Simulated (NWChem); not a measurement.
# CH₆Si; SMILES C[SiH3]

Program: NWChem. Pople sets run with spherical d functions. Each level has its own optimisation; frequencies are unscaled.

```json
[
 {"level": "PBE0/STO-3G", "basis functions": "20", "r C–Si (Å)": "1.868", "r H–Si (Å)": "1.443", "r C–H (Å)": "1.094", "highest harmonic frequency (cm⁻¹)": "3543", "lowest (cm⁻¹)": "181", "zero-point energy (kcal/mol)": "44.7", "dipole (D)": "0.16", "relative time": "1"},
 {"level": "PBE0/3-21G", "basis functions": "34", "r C–Si (Å)": "1.912", "r H–Si (Å)": "1.503", "r C–H (Å)": "1.096", "highest harmonic frequency (cm⁻¹)": "3163", "lowest (cm⁻¹)": "176", "zero-point energy (kcal/mol)": "38.6", "dipole (D)": "0.74", "relative time": "2"},
 {"level": "PBE0/6-31G*", "basis functions": "44", "r C–Si (Å)": "1.882", "r H–Si (Å)": "1.492", "r C–H (Å)": "1.095", "highest harmonic frequency (cm⁻¹)": "3167", "lowest (cm⁻¹)": "193", "zero-point energy (kcal/mol)": "38.6", "dipole (D)": "0.85", "relative time": "3"},
 {"level": "PBE0/6-31+G*", "basis functions": "52", "r C–Si (Å)": "1.883", "r H–Si (Å)": "1.491", "r C–H (Å)": "1.096", "highest harmonic frequency (cm⁻¹)": "3159", "lowest (cm⁻¹)": "187", "zero-point energy (kcal/mol)": "38.6", "dipole (D)": "0.79", "relative time": "4"},
 {"level": "PBE0/6-311G**", "basis functions": "80", "r C–Si (Å)": "1.878", "r H–Si (Å)": "1.491", "r C–H (Å)": "1.093", "highest harmonic frequency (cm⁻¹)": "3144", "lowest (cm⁻¹)": "194", "zero-point energy (kcal/mol)": "38.3", "dipole (D)": "0.78", "relative time": "7"},
 {"level": "PBE0/6-311++G**", "basis functions": "94", "r C–Si (Å)": "1.878", "r H–Si (Å)": "1.491", "r C–H (Å)": "1.093", "highest harmonic frequency (cm⁻¹)": "3143", "lowest (cm⁻¹)": "193", "zero-point energy (kcal/mol)": "38.2", "dipole (D)": "0.74", "relative time": "10"}
]
```

The last column is a rough cost ratio, cheapest run = 1.
